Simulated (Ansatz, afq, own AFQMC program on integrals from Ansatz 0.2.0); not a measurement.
# Where AFQMC and coupled cluster stand for SiGeH5ClO, singlet

```xyz
9

Si    0.0367    1.5587    0.2214
O    -0.6747    0.1330   -0.2693
Ge   -0.2488   -1.5721   -0.3462
Cl    1.6166   -1.8311    0.7190
H     0.2345    1.5759    1.7017
H     1.3572    1.7583   -0.4495
H    -0.8876    2.6615   -0.1667
H    -1.3333   -2.3706    0.3823
H    -0.0122   -1.9599   -1.8097
```

Basis def2-TZVP. Only valence electrons are correlated. Ansatz 0.2.0 and our own AFQMC program on the same integrals; the CISD trial comes from CCSD amplitudes, and released means the phaseless constraint is let go. Uncertainties: one standard error, sampling alone. No spin–orbit coupling.

Determinant: RHF, the one that the program's search chose, which needn't be the lowest solution. The geometry is a PBE0/def2-SVP stationary point of this or a neighbouring charge and spin state.

No full CI on the walks' own integrals is used here. The released AFQMC energy serves as the reference, which it does only where one determinant dominates, the energy is flat over the last release times and near the phaseless one (40 meV or 2 meV an electron, half that with transition metals). On small molecules, where full CI could be run and the noise was under 10 meV, such values lay within 10 meV of it in 19 cases of 20, a flattering rate, since the rule was set on those same cases; what remains of the bias isn't in the error bar.

Cautions: no relativity below Rb; no spin-orbit coupling; inner d shell frozen; the released value is read at 0.90 1/Eh with a noise of 19 meV, more than in the cases checked (meV from the phaseless value at times in 1/Eh: -6 ± 16 at 0.21, -16 ± 12 at 0.42, -1 ± 27 at 0.63, 8 ± 19 at 0.90).

```
T1 diagnostic                               : 0.0110
weight of the determinant in the CISD state : 0.781
size of the correlated space                : 26 electrons in 158 orbitals
```

Reference: AFQMC with the constraint released, correlation energy -19.889 ± 0.019 eV.

```csv
level,E − E(reference) (mEh),share of correlation (%)
HF,730.91 ± 0.68,0.00
MP2,80.06 ± 0.68,89.05
CCSD,27.98 ± 0.68,96.17
CCSD(T),2.44 ± 0.68,99.67
ph-AFQMC/CISD,-0.30 ± 0.90,100.04
```

Released energies are given only where the last usable release times agree within the noise; a slower fall can still hide under it.
